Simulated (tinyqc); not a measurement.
CIS on RHF in the sto-3g basis, frozen core, for HF, spin multiplicity 1, step by step. One step of it, computed by the program tinyqc.

Problem. CIS matrix, singlets. A(ia,jb) = (e_a - e_i) d_ij d_ab + 2 (ia|jb) - (ij|ab).

orbital energies (hartree): MO1 -25.919914, MO2 -1.423985, MO3 -0.514553, MO4 -0.462315, MO5 -0.462315, MO6 0.427219

Two-electron integrals over orbitals (pq|rs), unique and non-zero (hartree); the lowest 1 orbital is frozen and left out:
```
(22|22) 0.866300    (32|22) -0.041715   (32|32) 0.143225    (33|22) 0.712188
(33|32) -0.022716   (33|33) 0.700933    (42|42) 0.187201    (43|42) -0.032540
(43|43) 0.038550    (44|22) 0.890300    (44|32) -0.071411   (44|33) 0.700580
(44|44) 0.997514    (52|52) 0.187201    (53|52) -0.032540   (53|53) 0.038550
(54|54) 0.053770    (55|22) 0.890300    (55|32) -0.071411   (55|33) 0.700580
(55|44) 0.889973    (55|55) 0.997514    (62|22) -0.099153   (62|32) -0.068758
(62|33) -0.025170   (62|44) -0.097464   (62|55) -0.097464   (62|62) 0.092304
(63|22) -0.216631   (63|32) 0.087141    (63|33) -0.101752   (63|44) -0.231637
(63|55) -0.231637   (63|62) 0.043198    (63|63) 0.215870    (64|42) -0.032711
(64|43) -0.020389   (64|64) 0.029777    (65|52) -0.032711   (65|53) -0.020389
(65|65) 0.029777    (66|22) 0.651878    (66|32) 0.053301    (66|33) 0.657602
(66|44) 0.633130    (66|55) 0.633130    (66|62) -0.058279   (66|63) -0.022597
(66|66) 0.688702
```

Give: CIS matrix A, singlet.

Solution.

CIS matrix A, singlet (hartree), lower triangle:
```
        2>6     3>6     4>6     5>6
2>6  1.3839
3>6  0.0331  0.7159
4>6  0.0000  0.0000  0.3160
5>6  0.0000  0.0000  0.0000  0.3160
```
